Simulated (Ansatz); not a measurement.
**Worked example: vertical ionisation energy of HO2 (hydroperoxy)**

The species is HO2 (3 atoms), meant as a doublet with charge 0. As SMILES, `[O]O`. Geometry: relaxed at GFN2-xTB.

```xyz
3

O    -0.3665    0.9475   -0.0942
O    -0.2398   -0.3466   -0.1684
H     0.6063   -0.6009    0.2626
```

Both states at this one shape; open shells run unrestricted unless said. 1 Eh = 27.2114 eV.

```tsv
level	program	doublet HO2 (Eh)	singlet [HO2]+ (Eh)
USVWN5/STO-3G	Ansatz	-147.731165	-147.407352
UBLYP/STO-3G	Ansatz	-148.787906	-148.462798
UPBE/STO-3G	Ansatz	-148.683777	-148.354811
UPBE0/STO-3G	Ansatz	-148.706171	-148.355532
```

Problem. Work out the vertical ionisation energy at each level.

Solution. 
1. USVWN5/STO-3G: -147.407352 − (-147.731165) = 0.323813 Eh = 8.81 eV.
2. UBLYP/STO-3G: -148.462798 − (-148.787906) = 0.325108 Eh = 8.85 eV.
3. UPBE/STO-3G: -148.354811 − (-148.683777) = 0.328966 Eh = 8.95 eV.
4. UPBE0/STO-3G: -148.355532 − (-148.706171) = 0.350639 Eh = 9.54 eV.

No measured value is set beside it here; the levels span 8.81 to 9.54 eV. Minimal sets are far from the basis-set limit.
